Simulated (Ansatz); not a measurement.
# CH3OSi+ (SMILES [CH+]=[SiH]O): functionals against CCSD(T) at one geometry

A test off equilibrium: a frame of a short trajectory is computed at several levels, and each is set against CCSD(T).

Computed with Ansatz 0.2.0, Gaussian basis. Level: single points in def2-TZVPP.

Cores are frozen in the correlated methods.

## 1. Where the work starts

SMILES `[CH+]=[SiH]O`, 6 atoms, charge 1, spin multiplicity 1.

Atoms are counted from 1 here; the program's logs count them from 0.

Bond lengths: C1–Si2 1.795 Å, C1–H4 1.108 Å, Si2–O3 1.564 Å, Si2–H5 1.503 Å, O3–H6 0.956 Å. Angles: Si2–C1–H4 163.8°, C1–Si2–O3 115.0°, C1–Si2–H5 121.7°, O3–Si2–H5 122.9°, Si2–O3–H6 138.7°.

Coordinates:

```
C    -0.99857   -0.74191   -0.92319
Si    0.11484    0.39066   -0.08590
O     0.80717   -0.18696    1.19182
H    -1.87515   -1.19364   -1.42894
H     0.46592    1.73025   -0.67102
H     1.49456    0.05856    1.80912
```

## 2. PBE-D4/def2-TZVPP

Input file run/in.yaml:

```yaml
crystal:
  periodic: [false, false, false]
  atoms:
    - {symbol: C, position_ang: [-0.998570, -0.741907, -0.923193]}
    - {symbol: Si, position_ang: [0.114838, 0.390657, -0.085901]}
    - {symbol: O, position_ang: [0.807165, -0.186964, 1.191825]}
    - {symbol: H, position_ang: [-1.875149, -1.193642, -1.428941]}
    - {symbol: H, position_ang: [0.465923, 1.730250, -0.671021]}
    - {symbol: H, position_ang: [1.494559, 0.058563, 1.809121]}
basis:
  gaussian: {orbitals: def2-TZVPP}
total_charge: 1
hamiltonian: {xc: pbe, dispersion: d4}
output: {forces: true}
```

Command:

```bash
$ ansatz run in.yaml --threads 2 --pin off --events-out ev --progress --plain --max-ram 3481MiB
```

## 3. r2SCAN-D4/def2-TZVPP

run/in.yaml: that of step 2 with these lines changed.

```diff
@@ -12,3 +12,3 @@
 total_charge: 1
-hamiltonian: {xc: pbe, dispersion: d4}
+hamiltonian: {xc: r2scan, dispersion: d4}
 output: {forces: true}
```

## 4. PBE0-D4/def2-TZVPP

run/in.yaml: that of step 3 with these lines changed.

```diff
@@ -12,3 +12,3 @@
 total_charge: 1
-hamiltonian: {xc: r2scan, dispersion: d4}
-output: {forces: true}
+hamiltonian: {xc: pbe0, dispersion: d4}
+output: {forces: true, orbitals: {seedname: orbitals}}
```

## 5. wB97M-V/def2-TZVPP

run/in.yaml: that of step 4 with these lines changed.

```diff
@@ -12,3 +12,3 @@
 total_charge: 1
-hamiltonian: {xc: pbe0, dispersion: d4}
-output: {forces: true, orbitals: {seedname: orbitals}}
+hamiltonian: {xc: {name: wB97M-V}}
+output: {forces: true}
```

## 6. CCSD(T)/def2-TZVPP

run/in.yaml: that of step 5 with these lines changed.

```diff
@@ -12,3 +12,3 @@
 total_charge: 1
-hamiltonian: {xc: {name: wB97M-V}}
+correlation: {method: ccsd_t}
 output: {forces: true}
```

(Steps that only read results are left out.)

**Question.** What will these runs give? Wanted: energy less free atoms, CCSD(T)/def2-TZVPP; RMS force component; RMS force error; HOMO and LUMO, PBE0-D4; T1 diagnostic.

The runs gave:

| quantity | value |
| --- | --- |
| energy less free atoms, CCSD(T)/def2-TZVPP | -260.6 kcal/mol |
| RMS force component | 0.449 to 0.503 eV/Å over the methods |
| RMS force error | PBE-D4 0.198, r2SCAN-D4 0.091, PBE0-D4 0.123, wB97M-V 0.092 eV/Å |
| HOMO and LUMO, PBE0-D4 | -13.29 and -10.71 eV |
| T1 diagnostic | 0.017 |

What this shows: Against CCSD(T) the functionals' energies less atoms differ by -19.5 to -7.3 kcal/mol, PBE-D4 by -19.5 kcal/mol. The reference is not at the basis limit: in triple zeta CCSD(T) underbinds, which counts against methods that bind more; the gaps are no ranking. The forces of r2SCAN-D4 come nearest to CCSD(T), those of PBE-D4 are farthest. Frozen-core CCSD(T) forces in triple zeta carry basis errors of their own, and this is one geometry, so small gaps rank nothing. The restricted Hartree–Fock reference is unstable towards an unrestricted one at one or more of these structures.
